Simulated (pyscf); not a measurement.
HB=O + CH₄ → H₃C–BH–OH, an addition across a multiple bond or ene-type step (singlet surface; C–H broken, B–C, H–O formed). Optimised with ωB97X-D3(BJ)/def2-SVP in PySCF. Correlated levels are frozen-core, on RHF or UHF. ΔMP2 is the change of the MP2 total energy from the triple- to the quadruple-zeta basis. Energies in kcal/mol from the separated reactants.

Small-basis levels: PySCF, no dispersion term, spherical d functions. AM1 to PM7: differences of heats of formation from MOPAC. Cost: rough CPU time at the saddle relative to B3LYP/6-31G*, from one job on a shared machine.

```json
[
 {"level": "MP2/6-31G*", "barrier": "61.0", "reaction energy": "-1.7", "cost": "0.1"},
 {"level": "PBE/6-31G*", "barrier": "46.4", "reaction energy": "-8.1", "cost": "1"},
 {"level": "B3LYP/STO-3G", "barrier": "81.5", "reaction energy": "-8.5", "cost": "0.6"},
 {"level": "B3LYP/LANL2DZ", "barrier": "61.4", "reaction energy": "-9.5", "cost": "0.9"},
 {"level": "B3LYP/6-31G*", "barrier": "56.5", "reaction energy": "-5.5", "cost": "1"},
 {"level": "PBE/def2-SVP", "barrier": "42.1", "reaction energy": "-12.1", "cost": "2"},
 {"level": "AM1", "barrier": "81.0", "reaction energy": "-9.4", "cost": "under 0.02"},
 {"level": "CCSD(T)/def2-TZVPP + ΔMP2(QZVPP)", "barrier": "52.8", "reaction energy": "-10.7", "cost": "–"}
]
```

Against the last row the barrier runs from -10.6 (PBE/def2-SVP) to +28.7 kcal/mol (B3LYP/STO-3G); B3LYP/6-31G* happens to lie closest here (3.7 kcal/mol apart). CCSD(T)/def2-TZVPP + ΔMP2(QZVPP) has limits of its own. At the saddle there is also a short B–H contact that neither side keeps. This is the saddle that the search found; another between the same sides may lie lower. The CCSD(T) − MP2 part came from Ansatz, without density fitting, on the same reference.
